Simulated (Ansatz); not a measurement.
Start from `OCC(O)(F)F` and change one atom or group to get `OC(F)(F)Cl`.

Ansatz, PBE0-D4/def2-TZVP geometries, multiplicity 1. Each molecule was computed in one conformer, which needn't be the lowest.

```tsv
property	`OCC(O)(F)F`
HOMO–LUMO gap (PBE/def2-TZVPP) / eV	6.55
LUMO energy (PBE/def2-TZVPP) / eV	-0.16
size of the dipole moment (PBE/def2-TZVPP) / D	1.72
HOMO–LUMO gap (PBE0/def2-TZVPP) / eV	9.21
HOMO energy (B3LYP/def2-TZVPP) / eV	-8.23
LUMO energy (B3LYP/def2-TZVPP) / eV	0.32
```

Question: Give the same properties after the change, and the shifts. (An estimate is asked.)

Answer: Computed: 
```csv
property,`OC(F)(F)Cl`,shift
HOMO–LUMO gap (PBE/def2-TZVPP) / eV,7.13,0.58
LUMO energy (PBE/def2-TZVPP) / eV,-0.86,-0.70
size of the dipole moment (PBE/def2-TZVPP) / D,1.67,-0.05
HOMO–LUMO gap (PBE0/def2-TZVPP) / eV,9.84,0.63
HOMO energy (B3LYP/def2-TZVPP) / eV,-9.30,-1.07
LUMO energy (B3LYP/def2-TZVPP) / eV,-0.12,-0.44
```

With PBE0 the HOMO falls by 1.12 eV and the LUMO falls by 0.48 eV, so the gap widens by about 0.64 eV. PBE moves the HOMO by -1.28 eV and ωB97M-V by -1.00 eV. Dipoles are sizes alone; their direction can turn.

B3LYP here is the variant with VWN-RPA as its local correlation; programs differ in this.
